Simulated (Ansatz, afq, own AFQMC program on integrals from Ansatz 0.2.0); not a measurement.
**BH₃ + SiH, doublet in cc-pVTZ along one coordinate**

```json
{"atom": "B", "x (Å)": "-2.0452", "y (Å)": "0.0347", "z (Å)": "0.0000"}
{"atom": "H", "x (Å)": "-2.6419", "y (Å)": "1.0683", "z (Å)": "0.0000"}
{"atom": "H", "x (Å)": "-2.6419", "y (Å)": "-0.9988", "z (Å)": "0.0000"}
{"atom": "H", "x (Å)": "-0.8517", "y (Å)": "0.0347", "z (Å)": "0.0000"}
{"atom": "Si", "x (Å)": "0.9588", "y (Å)": "0.0347", "z (Å)": "0.0000"}
{"atom": "H", "x (Å)": "1.3552", "y (Å)": "-1.4448", "z (Å)": "0.0000"}
```

A hydrogen atom is moved from one rigid fragment to the other; the B1–H4 distance tells how far. The two fragments are held close together, so this isn't a minimum-energy path and the start is a compressed complex. Energies in mEh count from this geometry (1.194 Å) at the same level; the start stands on UHF, each point on the determinant named.

Basis cc-pVTZ. Noble-gas cores (and the filled d shells of Ga–Kr and In–Xe) are frozen. Integrals, coupled cluster, full CI and functionals: Ansatz 0.2.0; the random walks run on the same integrals in our own AFQMC program. ph-AFQMC/CISD is guided by a CISD state made of CCSD amplitudes; releasing the constraint for a short imaginary time cuts its bias at the price of noise, slowly where states lie close. Uncertainties: one standard error, sampling alone.

Cautions, each for one point or more: higher spins were not checked; raised T1 diagnostic; strong correlation; unrestricted determinant slightly spin contaminated.

| r(B1–H4) / Å | det. | T1 | weight | ⟨S²⟩ | CCSD(T) | ph-AFQMC/CISD | PBE | r2SCAN |
| --- | --- | --- | --- | --- | --- | --- | --- | --- |
| 1.299 | UHF | 0.035 | 0.84 | 0.79 | 3.8 | 4.0 ± 0.3 | 0.8 | 1.6 |
| 1.352 | UHF | 0.038 | 0.84 | 0.79 | 8.2 | 8.3 ± 0.3 | 3.8 | 4.9 |
| 1.405 | UHF | 0.042 | 0.83 | 0.79 | 14.0 | 13.9 ± 0.3 | 8.3 | 9.6 |
| 1.458 | UHF | 0.047 | 0.82 | 0.79 | 21.1 | 20.6 ± 0.4 | 14.2 | 15.7 |
| 1.564 | UHF | 0.060 | 0.79 | 0.83 | 39.3 | 39.6 ± 0.4 | 30.4 | 32.2 |

Weight is that of the determinant in the CISD state; at the start T1 is 0.031 and the weight 0.85, and ⟨S²⟩ is 0.80. Largest departures from phaseless AFQMC with a CISD trial: CCSD(T) 0.5 mEh at 1.458 (on UHF) (within the noise), PBE -9.1 mEh at 1.564, r2SCAN -7.3 mEh at 1.564. The walk's constraint bias lies outside its error bars, so these are departures and not errors. Functionals count only at points shown to share the start's state and spin.

Some points may be missing: those where a free walk finds a much lower state, and past Zn most of those on another determinant than at the start.

A walk keeps the symmetry of its determinant, which the program's search chose and which needn't be the lowest solution, so a lower state of the same spin and another symmetry isn't excluded.
